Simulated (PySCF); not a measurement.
# PO⁻: a composite coupled-cluster calculation

State: ³Σ⁻, triplet, unpaired electrons π ↑↑. De refers to P + O⁻. ROHF-based CCSD(T) in PySCF 2.14 with P aug-cc-pV(D+d)Z, O aug-cc-pVDZ and P aug-cc-pV(T+d)Z, O aug-cc-pVTZ (frozen core orbitals: 6; no relativity). Correlation energies are extrapolated as n⁻³ (n = 2, 3), Hartree–Fock as (n+1)·exp(−9√n). CV is the change on freezing 1 orbitals instead, in P cc-pwCVTZ, O cc-pwCVTZ. SR is the spin-free X2C energy in P cc-pVTZ-DK, O cc-pVTZ-DK less the non-relativistic one in P cc-pVTZ, O cc-pVTZ.

```json
{"Level": "CCSD(T)/DZ", "Re (Å)": "1.5823", "ωe (cm⁻¹)": "953.6", "ωexe (cm⁻¹)": "4.75", "αe (cm⁻¹)": "0.00507", "De (eV)": "5.017"}
{"Level": "CCSD(T)/TZ", "Re (Å)": "1.5486", "ωe (cm⁻¹)": "1026.5", "ωexe (cm⁻¹)": "5.85", "αe (cm⁻¹)": "0.00553", "De (eV)": "5.601"}
{"Level": "HF/CBS", "Re (Å)": "1.4965", "ωe (cm⁻¹)": "1193.1", "ωexe (cm⁻¹)": "5.83", "αe (cm⁻¹)": "0.00509", "De (eV)": "3.964"}
{"Level": "MP2/CBS", "Re (Å)": "1.5480", "ωe (cm⁻¹)": "1040.4", "ωexe (cm⁻¹)": "n/a", "αe (cm⁻¹)": "0.00494", "De (eV)": "6.070"}
{"Level": "CCSD/CBS", "Re (Å)": "1.5329", "ωe (cm⁻¹)": "1079.5", "ωexe (cm⁻¹)": "5.75", "αe (cm⁻¹)": "0.00530", "De (eV)": "5.522"}
{"Level": "CCSD(T)/CBS", "Re (Å)": "1.5449", "ωe (cm⁻¹)": "1036.1", "ωexe (cm⁻¹)": "5.92", "αe (cm⁻¹)": "0.00554", "De (eV)": "5.735"}
{"Level": "CCSD(T)/CBS+CV", "Re (Å)": "1.5418", "ωe (cm⁻¹)": "1039.7", "ωexe (cm⁻¹)": "5.96", "αe (cm⁻¹)": "0.00556", "De (eV)": "5.749"}
{"Level": "CCSD(T)/CBS+CV+SR", "Re (Å)": "1.5419", "ωe (cm⁻¹)": "1037.4", "ωexe (cm⁻¹)": "5.95", "αe (cm⁻¹)": "0.00557", "De (eV)": "5.732"}
```

**Question.** How much is left between CCSD(T)/TZ and the basis-set limit, and how much do the triples give at the limit?

**Answer.** CCSD(T)/CBS less CCSD(T)/TZ: -3.7 mÅ in Re, +9.6 cm⁻¹ in ωe and +0.134 eV in De. CCSD(T)/CBS less CCSD/CBS: +12.0 mÅ in Re, -43.4 cm⁻¹ in ωe and +0.213 eV in De.

**Question.** What do the later terms add?

**Answer.** CV: -3.1 mÅ in Re, +3.6 cm⁻¹ in ωe and +0.014 eV in De; SR: +0.1 mÅ in Re, -2.3 cm⁻¹ in ωe and -0.017 eV in De, each against the row above.

The T1 diagnostic is 0.034. The state was picked by a PBE0 search and need not be the measured ground state. Spin–orbit coupling, excitations beyond (T) and corrections to the Born–Oppenheimer picture are left out.

The whole job (state search and all basis sets along the bond) took about 13 min on 4 threads of Intel Xeon 6975P-C (shared host), peak memory 6.2 GiB.
